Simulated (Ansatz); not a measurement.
# SiO⁺, quartet: stretch scan

Starting geometry (PBE0/def2-TZVP stationary point for this spin):

```xyz
2

Si    0.0000    0.0000    0.0000
O     0.0000    0.0000    1.7135
```

From there O2 moves along the line of the two atoms named below, all else staying in place; atoms are numbered as listed. Energies are in kJ/mol, counted from the starting geometry at the same level.

Basis cc-pVDZ; Ansatz 0.2.0. Only valence electrons are correlated (noble-gas cores frozen). Prefix R: restricted or restricted open-shell reference; prefix U: unrestricted.

HF rows: UHF is the lowest solution found. Coupled cluster chose its determinant by a search with trial CCSD, here up to 0.05 eV above the lowest Hartree–Fock solution of its kind, and MP2 stands on that determinant too. For open shells CISD is restricted-active-space CI with the open shells as a complete middle space. The determinant at some points fills πx and πy unequally, so it is a mixture of Σ and Δ, which weighs on every level built on one determinant. A value is left out where its run failed or describes another state than the reference as far as symmetry and spin tell, or, spin-broken singlets apart, can't be checked. The reference follows the lowest state, whose symmetry changes from Σ⁺ or Δ to Π between 1.869 and 2.366.

Full CI is exact within this basis and frozen core; it isn't the basis-set limit. The frozen core follows each run's orbitals, which can shift R against U totals by a few meV.

```json
{"distance Si1-O2 (Å)": "1.539", "full CI": "74.9", "unpaired electrons (full CI)": "3.40", "error UHF": "-20.4", "error UMP2": "-11.3", "error CISD": "-5.8", "error RCCSDT": "-1.8*", "error UCCSDT": "-1.8*", "error RCCSDTQ": "-0.2*"}
{"distance Si1-O2 (Å)": "1.714", "full CI": "0.0", "unpaired electrons (full CI)": "3.44", "error UHF": "0.0", "error UMP2": "0.0", "error CISD": "0.0", "error RCCSDT": "0.0*", "error UCCSDT": "0.0*", "error RCCSDTQ": "0.0*"}
{"distance Si1-O2 (Å)": "1.869", "full CI": "-4.3", "unpaired electrons (full CI)": "3.46", "error UHF": "–", "error UMP2": "21.1", "error CISD": "–", "error RCCSDT": "–", "error UCCSDT": "0.6", "error RCCSDTQ": "–"}
{"distance Si1-O2 (Å)": "2.366", "full CI": "-23.9", "unpaired electrons (full CI)": "3.07", "error UHF": "-83.7", "error UMP2": "-4.3", "error CISD": "-30.2", "error RCCSDT": "-7.7", "error UCCSDT": "-8.1", "error RCCSDTQ": "-0.6"}
{"distance Si1-O2 (Å)": "3.207", "full CI": "0.6", "unpaired electrons (full CI)": "3.06", "error UHF": "-97.8", "error UMP2": "-8.7", "error CISD": "-33.9", "error RCCSDT": "-7.9", "error UCCSDT": "-8.3", "error RCCSDTQ": "-0.6"}
{"distance Si1-O2 (Å)": "4.617", "full CI": "27.2", "unpaired electrons (full CI)": "3.05", "error UHF": "-104.8", "error UMP2": "-10.8", "error CISD": "-36.0", "error RCCSDT": "-8.0", "error UCCSDT": "-8.3", "error RCCSDTQ": "-0.6"}
```

An asterisk marks runs whose energy the program itself flagged as in doubt.

Unpaired electrons are Σ n²(2−n)² over natural occupations. Errors are those of relative energies. In total energy the starting point itself misses full CI by: UHF 556.7, UMP2 103.5, CISD 66.1, RCCSDT 8.1, UCCSDT 8.3, RCCSDTQ 0.5 kJ/mol.

Spread of the error over the points with a reference, to 4.617 Å (largest less smallest): RCCSDTQ 0.6 (5 of 6 points), RCCSDT 8.0 (5 of 6 points), UCCSDT 8.9, UMP2 32.4, CISD 36.0 (5 of 6 points), UHF 104.8 (5 of 6 points) kJ/mol.

Going outwards, the relative energy of UMP2 first misses by more than 4.2 kJ/mol (1 kcal/mol) at 1.869 Å.

Going outwards, the relative energy of CISD first misses by more than 4.2 kJ/mol (1 kcal/mol) at 2.366 Å.
